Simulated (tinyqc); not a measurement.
Worked calculation: G0W0 on RHF in the sto-3g basis, for H2O, spin multiplicity 1. One step of it, computed by the program tinyqc.

Problem. G0W0 on Hartree-Fock: HOMO. W(p,q,m) = sqrt2 sum_ia (pq|ia) (X+Y)_ia,m; Sigma_c(x) = sum_(i,m) W^2/(x - e_i + w_m) + sum_(a,m) W^2/(x - e_a - w_m); solve x = e_p + Sigma_c(x) by Newton steps; Z = 1/(1 - dSigma/dx); 1 hartree = 27.211386 eV.

orbital energies (hartree): MO1 -20.264192, MO2 -1.230534, MO3 -0.556717, MO4 -0.457089, MO5 -0.392203, MO6 0.524069, MO7 0.612900

Two-electron integrals over orbitals (pq|rs), unique and non-zero (hartree):
```
(11|11) 4.746192    (21|11) -0.423979   (21|21) 0.059987    (22|11) 1.013178
(22|21) -0.014345   (22|22) 0.724857    (31|31) 0.011036    (32|31) 0.017386
(32|32) 0.134807    (33|11) 0.780811    (33|21) -0.004675   (33|22) 0.628496
(33|33) 0.609446    (41|11) 0.178265    (41|21) -0.022932   (41|22) 0.014020
(41|33) 0.006077    (41|41) 0.025405    (42|11) -0.147954   (42|21) 0.008730
(42|22) -0.014980   (42|33) 0.004240    (42|41) 0.017570    (42|42) 0.128137
(43|31) -0.003190   (43|32) 0.024103    (43|43) 0.053646    (44|11) 0.946124
(44|21) -0.011916   (44|22) 0.661405    (44|33) 0.577099    (44|41) -0.009138
(44|42) -0.096486   (44|44) 0.719090    (51|51) 0.025985    (52|51) 0.032903
(52|52) 0.147937    (53|53) 0.027497    (54|51) -0.012918   (54|52) -0.046854
(54|54) 0.051301    (55|11) 1.115352    (55|21) -0.011961   (55|22) 0.751111
(55|33) 0.613872    (55|41) 0.005014    (55|42) -0.079824   (55|44) 0.698579
(55|55) 0.880159    (61|11) -0.205938   (61|21) 0.031380    (61|22) -0.000851
(61|33) 0.000784    (61|41) 0.001843    (61|42) 0.021097    (61|44) -0.017203
(61|55) -0.005499   (61|61) 0.027957    (62|11) 0.279419    (62|21) -0.005982
(62|22) 0.136711    (62|33) 0.072550    (62|41) 0.018680    (62|42) 0.027332
(62|44) 0.066794    (62|55) 0.146628    (62|61) 0.010091    (62|62) 0.098342
(63|31) 0.003102    (63|32) -0.033362   (63|43) -0.033394   (63|63) 0.069011
(64|11) 0.259118    (64|21) -0.003370   (64|22) 0.116221    (64|33) 0.048937
(64|41) 0.000500    (64|42) -0.051068   (64|44) 0.131392    (64|55) 0.141955
(64|61) -0.002390   (64|62) 0.058648    (64|64) 0.092493    (65|51) 0.013622
(65|52) 0.052795    (65|54) 0.003455    (65|65) 0.035787    (66|11) 0.803379
(66|21) -0.007454   (66|22) 0.607568    (66|33) 0.560764    (66|41) 0.018905
(66|42) 0.049141    (66|44) 0.551279    (66|55) 0.588388    (66|61) 0.009308
(66|62) 0.097824    (66|64) 0.051867    (66|66) 0.594155    (71|31) 0.014575
(71|32) 0.021772    (71|43) -0.004308   (71|63) 0.003557    (71|71) 0.019284
(72|31) 0.014457    (72|32) 0.048672    (72|43) -0.034012   (72|63) 0.032513
(72|71) 0.018225    (72|72) 0.065237    (73|11) 0.365792    (73|21) -0.007155
(73|22) 0.152040    (73|33) 0.089295    (73|41) -0.000466   (73|42) -0.081868
(73|44) 0.143051    (73|55) 0.197197    (73|61) -0.006301   (73|62) 0.070291
(73|64) 0.097650    (73|66) 0.043398    (73|73) 0.159656    (74|31) -0.009023
(74|32) -0.076406   (74|43) -0.009554   (74|63) 0.050281    (74|71) -0.011857
(74|72) -0.016007   (74|74) 0.072750    (75|53) 0.023740    (75|75) 0.024230
(76|31) 0.007872    (76|32) 0.087627    (76|43) 0.057529    (76|63) -0.060846
(76|71) 0.010054    (76|72) -0.008347   (76|74) -0.060732   (76|76) 0.110492
(77|11) 0.835532    (77|21) -0.008661   (77|22) 0.610177    (77|33) 0.591678
(77|41) 0.004095    (77|42) -0.014332   (77|44) 0.583381    (77|55) 0.608782
(77|61) -0.003629   (77|62) 0.062327    (77|64) 0.045931    (77|66) 0.558168
(77|73) 0.087698    (77|77) 0.599877
```

excitation energies w (hartree): 0.985250  1.052447  1.067186  1.109446  1.294453  1.465469  1.973551  1.980605  20.844104  20.915639

X + Y:
```
            1         2          3          4          5          6          7          8
1>6  0.000000  0.000000   0.000057   0.000000   0.000000   0.001708   0.000000  -0.001472
1>7  0.000000  0.000000   0.000000   0.001720   0.001147   0.000000  -0.003470   0.000000
2>6  0.000000  0.000000  -0.065080   0.000000   0.000000  -0.314798   0.000000   0.900159
2>7  0.000000  0.000000   0.000000   0.093766  -0.035757   0.000000   0.963477   0.000000
3>6  0.000000  0.000000   0.000000  -0.695575   0.644870   0.000000   0.053752   0.000000
3>7  0.000000  0.000000  -0.393356   0.000000   0.000000   0.797565   0.000000   0.191052
4>6  0.000000  0.000000   0.887256   0.000000   0.000000   0.283707   0.000000   0.107975
4>7  0.000000  0.000000   0.000000   0.693066   0.643546   0.000000  -0.022252   0.000000
5>6  0.964360  0.000000   0.000000   0.000000   0.000000   0.000000   0.000000   0.000000
5>7  0.000000  0.977249   0.000000   0.000000   0.000000   0.000000   0.000000   0.000000

             9         10
1>6   0.998659   0.000000
1>7   0.000000   0.999077
2>6   0.000164   0.000000
2>7   0.000000   0.000310
3>6   0.000000   0.000035
3>7  -0.000068   0.000000
4>6  -0.000022   0.000000
4>7   0.000000  -0.000116
5>6   0.000000   0.000000
5>7   0.000000   0.000000
```

Give: The 12 largest terms at x = e_p; Newton steps; quasiparticle energy of the HOMO; Hartree-Fock value.

Solution.

The 12 largest terms at x = e_p (hartree; W for the signs of X + Y given):
```
q  m        W      term
5  8   0.2616    0.0346
5  6   0.2141    0.0313
2  1   0.0720    0.0028
5  3   0.0549    0.0028
6  1   0.0488   -0.0013
3  2   0.0328    0.0009
7  2   0.0335   -0.0005
4  1   0.0047  2.11e-05
1  1   0.0186  1.65e-05
5  9  -0.0078  2.89e-06
```

Newton steps (hartree):
```
step        x  Sigma_c(x)       Z
0     -0.3922      0.0706  0.9572
1     -0.3246      0.0677  0.9604
2     -0.3245      0.0677  0.9604
3     -0.3245      0.0677  0.9604
```

quasiparticle energy of the HOMO = -8.8295 eV

Hartree-Fock value = -10.6724 eV
